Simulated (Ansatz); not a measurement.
**AlH2+ (triplet): trial inputs and their diagnosis at distance Al1–H2 = 2.373 Å**

4 inputs are run for AlH2+ (triplet) as typed; the log has to tell whether the result can be used and what must change.

Computed with Ansatz 0.2.0, Gaussian basis. Level: the settings change from run to run.

19 further runs of the same task are left out: 4 for a known fault of the program, 9 that didn't finish, 6 set aside as unsound or not needed.

**1. The geometry**

The geometry derives from a PBE0/def2-TZVP stationary point (not a proven minimum). One bond is set to the value named and the two fragments are kept rigid.

3 atoms, charge 1, spin multiplicity 3.

Atoms are counted from 1 here; the program's logs count them from 0.

Bond lengths: Al1–H3 1.722 Å.

**2. Input 1**

in.yaml

```yaml
crystal:
  periodic: [false, false, false]
  atoms:
    - {symbol: Al, position_ang: [0.000000, -0.011816, -0.121385]}
    - {symbol: H, position_ang: [0.000000, 1.227698, 1.902160]}
    - {symbol: H, position_ang: [0.000000, -0.911395, 1.347206]}
basis:
  gaussian: {orbitals: cc-pVTZ}
total_charge: 1
magnetization: {spin_polarized: false, initial_magnetization: 2}
correlation: {method: mp2, frozen_orbitals: {Al: 0}}
```

The run is started by

```console
> ansatz run in.yaml --threads 1 --pin off --events-out ev --progress --plain --max-ram 2393MiB
```

The log of the run:

```text
Functional definition: HF
  name "HF"
  cite "Fock, Z. Phys. 61, 126 (1930) doi:10.1007/BF01340294"
  parent pbe
  exchange = exact_x
  correlation = 0
Error: "frozen_orbitals" has no count for H
```

Wall time 0.06 s (1 thread of Intel Xeon Platinum 8259CL at 2.50GHz, shared host).

**Diagnosis.** The run was refused. The frozen-orbital counts are incomplete or too large. Cure: leave frozen_orbitals out, or give each element a count that its core has.

**3. Input 2**

in.yaml

```yaml
crystal:
  periodic: [false, false, false]
  atoms:
    - {symbol: Al, position_ang: [0.000000, -0.011816, -0.121385]}
    - {symbol: H, position_ang: [0.000000, 1.227698, 1.902160]}
    - {symbol: H, position_ang: [0.000000, -0.911395, 1.347206]}
basis:
  gaussian: {orbitals: def2-TZVP}
total_charge: 1
magnetization: {spin_polarized: false, initial_magnetization: 2}
hamiltonian: {xc: {name: PBE0}, pseudopotentials: {relativity: none}}
correlation: {method: fic_mrcisd_q, electrons: outside_noble_gas}
scf: {lower_state_search: light}
```

The command is unchanged.

The log of the run:

```text
Error: this correlation method needs an active space: name one as the reference
```

It took 0.03 s on 1 thread of Intel Xeon Platinum 8259CL at 2.50GHz, shared host.

Diagnosis: The run was refused. This method needs an active space and has none. Cure: add an active_space block.

**4. Input 3**

in.yaml

```yaml
crystal:
  periodic: [false, false, false]
  atoms:
    - {symbol: Al, position_ang: [0.000000, -0.011816, -0.121385]}
    - {symbol: H, position_ang: [0.000000, 1.227698, 1.902160]}
    - {symbol: H, position_ang: [0.000000, -0.911395, 1.347206]}
basis:
  gaussian: {orbitals: aug-cc-pVTZ}
total_charge: 1
magnetization: {spin_polarized: false, initial_magnetization: 2}
correlation: {method: ccsdtq, electrons: all}
```

Launched as before.

The log of the run:

```text
Functional definition: HF
  name "HF"
  cite "Fock, Z. Phys. 61, 126 (1930) doi:10.1007/BF01340294"
  parent pbe
  exchange = exact_x
  correlation = 0
1127 factors; integrals over basis functions are off by at most 1.7e-7 eV
mean field evaluation 1: about -6603.1200 eV, gradient 6.0e0 eV
mean field evaluation 2: about -6603.1216 eV, gradient 6.0e0 eV
mean field evaluation 4: about -6603.7873 eV, gradient 1.3e0 eV
mean field evaluation 8: about -6603.8596 eV, gradient 1.7e-1 eV
mean field evaluation 16: about -6603.1200 eV, gradient 6.0e0 eV
mean field -6603.86096654 eV, -242.6874142627 hartree, gradient 1.6e-6 eV, S^2 2.000000; 0 other end points of the search recorded, 0 dependent functions left out
mean field evaluation 32: about -6604.0628 eV, gradient 4.0e-3 eV
reference -6603.86096654 eV, -242.6874142627 hartree; 8, 6 occupied and 88, 90 virtual orbitals, 1127 factors
Error: with its amplitudes the run needs 240.86 GiB of memory by its plan, which may be too low or too high, and 2.33 GiB are given
refused for memory
```

It took 4 s on 1 thread of Intel Xeon Platinum 8259CL at 2.50GHz, shared host.

Diagnosis: The run was refused for memory. The method is too large for the memory allowed. Fix: freeze cores, shrink the basis or take a lower level.

**5. Input 4**

in.yaml

```yaml
crystal:
  periodic: [false, false, false]
  atoms:
    - {symbol: Al, position_ang: [0.000000, -0.011816, -0.121385]}
    - {symbol: H, position_ang: [0.000000, 1.227698, 1.902160]}
    - {symbol: H, position_ang: [0.000000, -0.911395, 1.347206]}
basis:
  gaussian: {orbitals: def2-mTZVP}
total_charge: 1
magnetization: {spin_polarized: false, initial_magnetization: 10}
correlation: {method: bccd_t, electrons: outside_noble_gas}
output: {forces: true}
```

The command is unchanged.

The log of the run, cut to the lines that bear on the results:

```text
Functional definition: HF
  name "HF"
  cite "Fock, Z. Phys. 61, 126 (1930) doi:10.1007/BF01340294"
  parent pbe
[...]
266 factors; integrals over basis functions are off by at most 4.7e-4 eV
[...]
a density is far from that of the atoms, so the factors are made again for it
301 factors; integrals over basis functions are off by at most 2.1e-4 eV
[...]
mean field -6315.09833822 eV, -232.0755834024 hartree, gradient 1.7e-6 eV, S^2 30.000000; 5 other end points of the search recorded, 0 dependent functions left out
determinant -6315.09833822 eV, -232.0755834024 hartree, with singles and doubles -6316.67832119 eV, -232.1336467053 hartree
determinant -6313.62266476 eV, -232.0213534028 hartree, with singles and doubles -6315.22974180 eV, -232.0804123945 hartree
determinant -6313.16682839 eV, -232.0046017253 hartree, with singles and doubles -6314.78180380 eV, -232.0639509767 hartree
reference -6315.09833822 eV, -232.0755834024 hartree; 12, 2 occupied and 16, 26 virtual orbitals, 301 factors
second order -1.14064375 eV of doubles, -0.09459583 eV of singles
cycle   1  -1.58018331 eV  change   -2.0e-4 eV  update   2.1e-3
[...]
cycle  10  -1.57958222 eV  change   -3.8e-8 eV  update   4.0e-7
perturbative correction -0.00821809 eV, -0.0003020094 hartree
[...]
Total energy: -6316.68613854 eV, -232.1339339878 hartree
Atom 0 at     0.000000    -0.011816    -0.121385 Å, force    -0.000000     2.833782    -6.514645 eV/Å
Atom 1 at     0.000000     1.227698     1.902160 Å, force     0.000000     0.309867     0.874535 eV/Å
Atom 2 at     0.000000    -0.911395     1.347206 Å, force     0.000000    -3.143648     5.640110 eV/Å
Dipole moment:     0.000000     0.309418    -0.403676 e Å
```

Wall time 3 s (1 thread of Intel Xeon Platinum 8259CL at 2.50GHz, shared host).

**Diagnosis.** The run converged, which proves nothing about the input. Far too many unpaired electrons are asked for. Its energy belongs to the state of multiplicity 11, not to the triplet that was meant. Cure: set initial_magnetization to that of the wanted state.

**6. How the runs ended**

| input | level | ended | cause | time |
| --- | --- | --- | --- | --- |
| 1 | MP2 on ROHF/cc-pVTZ | refused | the frozen-orbital counts are incomplete or too large | 0.06 s |
| 2 | 'fic_mrcisd_q'/def2-TZVP | refused | this method needs an active space and has none | 0.03 s |
| 3 | CCSDTQ on ROHF/aug-cc-pVTZ | out of memory | the method is too large for the memory allowed | 4 s |
| 4 | BCCD(T) on ROHF/def2-mTZVP | converged | far too many unpaired electrons are asked for | 3 s |

2 refused, 1 out of memory, 1 converged. The input that converges on a wrong geometry or spin is the dangerous one: no error points at it, so geometry and ⟨S²⟩ have to be checked.
